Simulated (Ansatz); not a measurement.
Process, species as SMILES: C1=CC1 + 4 [H][H] (H2) → 3 C (CH4)
B3LYP-D3(BJ)/def2-TZVP geometries, fixed; electronic energies without zero-point terms.

Basis-set convergence of the energy of full hydrogenation at PBE with Ansatz (a quantum-chemistry and plane-wave program). Cartesian d functions, on some or all atoms, in 6-31G*, 6-31+G*; all else is spherical. The program fits the integrals of some runs and decomposes those of others, by size. No added dispersion term, no relativity. Functions are those of the species that has most. Reference: the value in def2-QZVPPD, -139.90 kcal/mol, itself unsure by roughly 0.05 kcal/mol (its mean distance from pcseg-3, def2-QZVPP, cc-pVQZ). Deviations are taken from unrounded values.

```tsv
basis	functions	energy of full hydrogenation (kcal/mol)
6-31G*	53	-143.17
6-31+G*	65	-144.29
cc-pVDZ	62	-141.52
aug-cc-pVDZ	105	-144.06
def2-SVP	62	-142.06
def2-SVPD	92	-144.30
pcseg-1	62	-141.94
aug-pcseg-1	105	-141.60
6-311G**	78	-141.28
6-311+G**	90	-140.90
def2-TZVP	117	-139.18
def2-TZVPD	147	-139.11
cc-pVTZ	146	-140.51
aug-cc-pVTZ	230	-140.15
pcseg-2	146	-140.39
aug-pcseg-2	230	-140.25
def2-TZVPP	149	-140.24
def2-TZVPPD	179	-140.12
def2-QZVPP	291	-139.91
def2-QZVPPD	321	-139.90
```

What the diffuse functions change, pair by pair:
- 6-31G* to 6-31+G*: 12 more functions, deviation -3.27 to -4.39 kcal/mol
- cc-pVDZ to aug-cc-pVDZ: 43 more functions, deviation -1.62 to -4.16 kcal/mol
- def2-SVP to def2-SVPD: 30 more functions, deviation -2.16 to -4.40 kcal/mol
- pcseg-1 to aug-pcseg-1: 43 more functions, deviation -2.04 to -1.70 kcal/mol
- 6-311G** to 6-311+G**: 12 more functions, deviation -1.38 to -1.01 kcal/mol
- def2-TZVP to def2-TZVPD: 30 more functions, deviation 0.71 to 0.79 kcal/mol
- cc-pVTZ to aug-cc-pVTZ: 84 more functions, deviation -0.61 to -0.26 kcal/mol
- pcseg-2 to aug-pcseg-2: 84 more functions, deviation -0.49 to -0.35 kcal/mol
- def2-TZVPP to def2-TZVPPD: 30 more functions, deviation -0.35 to -0.22 kcal/mol
- def2-QZVPP to def2-QZVPPD: 30 more functions, deviation -0.01 to 0.00 kcal/mol

Leaving out the reference's own pair, they bring the value nearer the reference by more than 0.05 kcal/mol in 5 of 9 pairs.
